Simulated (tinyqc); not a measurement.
Starting guesses with plain Roothaan steps: SCF starting guesses in the sto-3g basis, for NH, spin multiplicity 3. Computed by the program tinyqc with PySCF. UHF with one setting changed at a time; a run stops when the energy changes by less than 1e-09 hartree and the error matrix is below 1e-5. Starts: the lowest orbitals of the core Hamiltonian, of the Wolfsberg-Helmholz matrix (K = 1.75), projected atomic densities, random orbitals, and the highest orbitals of the core Hamiltonian (a deliberately bad start).

Geometry (angstrom):
```
atom,x,y,z
N,0.0000,0.0000,0.0000
H,0.0000,0.0000,1.8620
```

lowest solution found by these runs and by PySCF with stability checks = -54.190286 hartree

Largest element of the error matrix X^T (FDS - SDF) X:
```
iteration,core,Wolfsberg-Helmholz,atomic densities,random,highest core orbitals
1,1.1e-01,2.3e-01,1.2e-01,4.3e+00,1.1e-01
2,2.2e-01,2.6e-01,5.7e-02,2.1e-01,3.4e-01
3,1.5e-01,1.3e-01,6.6e-02,6.2e-02,2.1e-01
4,9.3e-02,6.8e-02,7.1e-02,3.6e-02,1.4e-01
5,7.6e-02,4.0e-02,6.1e-02,3.4e-02,2.7e-01
6,6.1e-02,2.0e-02,4.0e-02,3.9e-02,9.3e-02
8,2.2e-02,4.3e-03,1.1e-02,4.4e-02,3.2e-02
10,4.9e-03,9.9e-04,2.3e-03,3.8e-02,7.7e-03
14,3.2e-04,7.1e-05,1.8e-04,1.9e-02,3.7e-04
20,9.4e-06,-,5.2e-06,8.0e-03,1.1e-05
30,-,-,-,4.2e-03,-
45,-,-,-,2.5e-03,-
60,-,-,-,1.5e-03,-
```

How each run ends:
```
run,iterations,E (hartree),state
core,20,-54.190286,lowest found
Wolfsberg-Helmholz,18,-54.190286,lowest found
atomic densities,20,-54.190286,lowest found
random,>60,-54.118177,"falls steadily but slowly, by a factor of about 0.97 a step"
highest core orbitals,21,-54.190286,lowest found
```

What does the comparison show, and why?

4 of 5 runs reach the lowest solution found, in 18 to 21 iterations (fastest: Wolfsberg-Helmholz). Not converged: random. The first errors are 1e-01, 2e-01, 1e-01, 4e+00, 1e-01; the deliberately bad start has the smallest one, so a small first error does not mark a good start.
